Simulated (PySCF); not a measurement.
Molecule: SMILES N#C, CHN.

Geometry:
```tsv
atom	x (Å)	y (Å)	z (Å)
C1	-0.017	-0.018	0.000
N2	0.784	0.813	0.000
H3	-0.766	-0.795	0.000
```

Geometry PBE0-D3(BJ)/def2-SVP throughout; GIAO in PySCF 2.14.0 with density-fitted response routines, gas phase, one conformer, non-relativistic; equivalent atoms averaged; functional PBE0.

(1) How do the shifts δ (against TMS, NH3 at the same level) depend on the basis set? (ppm; last column core-seconds on shared hosts with different chips, so compare them loosely)

(2) Which nucleus moves most, in ppm?

(3) Taking the largest basis, pcSseg-3 (177 functions), as the yardstick, rank the others by their worst heavy-atom deviation.

Results:

(1) 
| basis set | functions | C1 | N2 | H3 | core-s |
| --- | --- | --- | --- | --- | --- |
| STO-3G | 11 | 90.5 | 220.5 | 4.16 | 0.39 |
| 6-31G | 20 | 107.1 | 273.6 | 3.45 | 0.93 |
| pcSseg-0 | 20 | 125.4 | 321.7 | 3.13 | 1.1 |
| 6-31G* | 30 | 98.6 | 265.2 | 2.77 | 1.1 |
| def2-SVP | 33 | 101.6 | 287.3 | 2.17 | 1.1 |
| cc-pVDZ | 33 | 102.4 | 287.0 | 2.47 | 1.3 |
| pcSseg-1 | 39 | 112.5 | 315.1 | 2.63 | 2.1 |
| aug-cc-pVDZ | 55 | 105.8 | 281.2 | 2.90 | 1.6 |
| 6-311+G(2d,p) | 60 | 110.8 | 298.9 | 2.77 | 1.4 |
| def2-TZVP | 68 | 110.8 | 307.1 | 2.70 | 1.7 |
| cc-pVTZ | 74 | 110.2 | 305.9 | 2.61 | 2 |
| IGLO-III | 80 | 113.3 | 307.3 | 2.74 | 1.9 |
| pcSseg-2 | 86 | 114.4 | 311.3 | 2.64 | 1.9 |
| pcSseg-3 | 177 | 114.5 | 309.6 | 2.64 | 5.5 |

(2) N2 (nitrile nitrogen): from 220.5 ppm with STO-3G to 321.7 ppm with pcSseg-0. The smallest spread is 1.99 ppm, at H3. Proton shifts span only some 12 ppm, so a few tenths of a ppm matter as much there as several ppm in carbon.

(3) pcSseg-2 1.7 ppm (86 functions), IGLO-III 2.3 ppm (80 functions), def2-TZVP 3.7 ppm (68 functions), cc-pVTZ 4.4 ppm (74 functions), pcSseg-1 5.5 ppm (39 functions), 6-311+G(2d,p) 10.6 ppm (60 functions), pcSseg-0 12.1 ppm (20 functions), def2-SVP 22.3 ppm (33 functions), cc-pVDZ 22.6 ppm (33 functions), aug-cc-pVDZ 28.4 ppm (55 functions), 6-31G 36.0 ppm (20 functions), 6-31G* 44.4 ppm (30 functions), STO-3G 89.1 ppm (11 functions).

A small basis that lands close on one nucleus may do so by chance; judge by the trend and by all nuclei.
